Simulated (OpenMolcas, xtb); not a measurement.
**SiNH4O (SMILES N[SiH]O): the dipole moment, rung by rung**

The species is SiNH4O (7 atoms), meant as a doublet with charge 0. As SMILES, `N[SiH]O`. Geometry: relaxed at PBE0-D4/def2-TZVP. This is one conformer, not always the lowest.

```xyz
7

N    -0.6949    0.5483   -0.5752
Si    0.2931    0.1590    0.7813
O     1.6229   -0.6724    0.2703
H    -0.3559    1.1681   -1.2948
H    -1.6858    0.6732   -0.4329
H    -0.5991   -0.6619    1.6647
H     1.4809   -1.2824   -0.4590
```

Quantity: the dipole moment, in D. The values are calculated.

```tsv
level	kind	program	value (D)
GFN2-xTB	semi-empirical	xtb	2.16
UHF/6-311+G**	Hartree–Fock	OpenMolcas	2.28
USVWN5/6-311+G**	LDA	OpenMolcas	2.60
U-revPBE/6-311+G**	GGA	OpenMolcas	2.46
UM06-L/6-311+G**	meta-GGA	OpenMolcas	2.38
UPBE0/6-311+G**	global hybrid	OpenMolcas	2.44
```

The values span 2.16 to 2.60 D. Magnitudes only.
